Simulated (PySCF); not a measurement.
Compound: C5H9F.
Numbering: `[CH3:1]/[CH:2]=[CH:3]\[C@H:4]([CH3:5])[F:6]` (hydrogens: H7, H8, H9 on C1; H10 on C2; H11 on C3; H12 on C4; H13, H14, H15 on C5)

Structure optimised with GFN2-xTB, isolated species.

(1) What internal coordinates does the optimisation give?

Results:

(1) 
```
                  bond  length (Å)   order
                 C1–C2       1.493  single
                 C2=C3       1.323  double
                 C3–C4       1.500  single
                 C4–C5       1.526  single
                 C4–F6       1.387  single
   C1–H7, C1–H8, C1–H9       1.088  single
                C2–H10       1.082  single
                C3–H11       1.081  single
                C4–H12       1.098  single
C5–H13, C5–H14, C5–H15       1.087  single
```

Bonds in one row agree within 0.01 Å and their mean is given. Orders are formal, as drawn. A selection of angles:
```
     angle  degrees
  C2–C1–H7    109.8
  C2–C1–H9    112.2
  H7–C1–H8    107.5
  H7–C1–H9    109.0
  C1–C2–C3    126.9
 C1–C2–H10    114.6
 C3–C2–H10    118.5
  C2–C3–C4    126.2
 C2–C3–H11    120.2
 C4–C3–H11    113.6
  C3–C4–C5    111.9
  C3–C4–F6    108.6
 C3–C4–H12    111.9
  C5–C4–F6    108.3
 C5–C4–H12    110.7
 F6–C4–H12    105.1
 C4–C5–H13    110.0
H13–C5–H14    108.9
```

Dihedral angles: C1–C2–C3–C4 0° (synperiplanar); C2–C3–C4–C5 -85° (synclinal).

Of the pairs four or more bonds apart, H9···H12 is among the closest relative to their van der Waals radii: 2.22 Å, 93 % of the sum of Bondi's values. The C–C distances run from 1.323 Å (C2=C3, drawn double) to 1.526 Å (C4–C5, drawn single), a spread of 0.203 Å.

Point group: C1 (no symmetry element, even within 0.4 Å). Not checked by GFN2-xTB frequencies. One conformer, not necessarily the lowest.

The numbers are calculated, not measured.
